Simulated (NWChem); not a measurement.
Correlation energy of CS

SMILES: [C-]#[S+]
```xyz
2

C      0.0000     0.0000     1.1192
S      0.0000     0.0000    -0.4197
```
Charge 0, spin multiplicity 1.

The numbers come from NWChem runs, not from measurements. The geometry was optimised at B3LYP/def2-SVP, a minimum by its harmonic frequencies.

Basis set: def2-TZVP. Each correlation energy counts from its own Hartree-Fock reference.

The correlated methods keep 6 core orbitals frozen. The structure started from a generated list of species. Coupled-cluster values serve here as a point of comparison, not as the truth.

Problem. Order these methods by the correlation energy they give, lowest first: SCS-MP2, CR-CCSD[T], CCSD(T), MP2, CR-CCSD(T), CCSD.

Solution. CCSD(T) (-338.4 mHa), CR-CCSD[T] (-334.9 mHa), CR-CCSD(T) (-333.6 mHa), CCSD (-317.1 mHa), MP2 (-300.1 mHa), SCS-MP2 (-295.9 mHa)
